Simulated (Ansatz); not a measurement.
Reaction (substitution at a C–C bond): `C=CC=N` + `NCS` → `N=CNCS` + ethylene

Calculated with Ansatz (gas phase, PBE0-D4/def2-TZVP geometries, no zero-point term in ΔE). CCSD(T)/CBS adds triple-zeta CCSD(T) − MP2 to the extrapolated MP2 energy (def2 sets, frozen cores). This one scheme is used for every species. Functionals use def2-TZVPP. One conformer a species, not always the lowest.

```tsv
level	ΔE (kcal/mol)
PBE0-D4	-11.7
PBE	-11.3
r2SCAN	-12.1
PBE0	-11.1
HF/def2-TZVPP	-9.6
CCSD/def2-TZVPP	-9.4
HF/def2-QZVPP	-9.6
MP2/def2-QZVPP	-10.8
```

(1) What does CCSD(T)/CBS give? (Best estimate.)

Largest T1 diagnostic among the species: 0.013.

Answers

(1) Computed: -9.7 kcal/mol. The listed levels differ from it by -2.0, -1.6, -2.4, -1.4, 0.1, 0.3, 0.1, -1.1 kcal/mol.

The D4 term adds −1.1 kcal/mol with B3LYP and −0.6 kcal/mol with PBE0; it sums over pairs of atoms, weighted by their polarisabilities, and B3LYP, whose exchange is more repulsive, gets the larger term.

B3LYP here is the variant with VWN-RPA as its local correlation; programs differ in this.
